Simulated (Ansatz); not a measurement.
Frontier orbitals of `BCC`.

Cartesian coordinates in Å:
```
B 1.327 -0.282 0.548
C 0.098 0.534 0.069
C -1.103 -0.223 -0.479
H 1.354 -1.481 0.503
H 2.286 0.293 0.981
H 0.474 1.265 -0.665
H -0.193 1.182 0.911
H -1.910 0.447 -0.786
H -0.825 -0.824 -1.349
H -1.508 -0.910 0.268
```

The species carries charge 0 and has multiplicity 1. All single points use the PBE0-D4/def2-TZVP geometry. Basis def2-TZVPP, Ansatz 0.2.0.

```csv
functional,HOMO (eV),LUMO (eV),gap (eV)
PBE,-7.42,-2.30,5.12
B97M-V,-7.84,-2.00,5.84
PBE0,-8.79,-1.26,7.53
CAM-B3LYP,-10.25,-0.19,10.06
LC-ωPBE,-11.62,1.07,12.69
ωB97M-V,-11.13,0.65,11.78
HF,-12.21,2.13,14.34
```

A quarter of exact exchange (PBE0) shifts PBE's HOMO by −1.38 eV and its LUMO by +1.04 eV; full exchange at long range (ωB97M-V) shifts them by −3.71 and +2.94 eV. The gap opens from 5.12 to 11.78 eV, since occupied levels lose self-interaction and empty ones feel all the electrons. A positive LUMO is unbound and depends on the basis.

LC-ωPBE has ω = 0.4 bohr⁻¹.
